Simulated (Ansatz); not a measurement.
# FP2: the cost of one run

Computed with Ansatz 0.2.0, Gaussian basis. Level: def2-QZVPP, core rule «outside noble gas», up to 11 orbitals frozen.

The runs, in order: UHF; ROHF; CCSD(T) on UHF.

### Step 1. The system

The geometry is a PBE0/def2-TZVP stationary point (not a proven minimum) of the parent state, kept for this charge and spin.

3 atoms, charge 1, spin multiplicity 5.

Atoms are counted from 1 here; the program's logs count them from 0.

Bond lengths: F1–P2 1.607 Å, P2–P3 2.278 Å. Angles: F1–P2–P3 98.1°.

Coordinates:

```xyz
3

F     0.00000   -0.77121    1.40686
P     0.00000    0.63763    0.63434
P     0.00000   -0.16459   -1.49727
```

### Step 2. UHF

The input, in.yaml:

```yaml
crystal:
  periodic: [false, false, false]
  atoms:
    - {symbol: F, position_ang: [0.000000, -0.771205, 1.406859]}
    - {symbol: P, position_ang: [0.000000, 0.637627, 0.634340]}
    - {symbol: P, position_ang: [0.000000, -0.164593, -1.497266]}
basis:
  gaussian: {orbitals: "def2-QZVPP.json"}
total_charge: 1
magnetization: {spin_polarized: true, initial_magnetization: 4}
hamiltonian: {xc: hf}
output: {orbitals: {seedname: orbitals}}
```

On the command line:

```bash
$ ansatz run in.yaml --threads 1 --pin off --events-out ev --progress --plain --max-ram 2393MiB
```

**Question.** How long does this run take on 1 thread of Arm Neoverse V1, shared host, and how much memory does it need?

About 8.5 s, with a peak of 0.43 GiB.
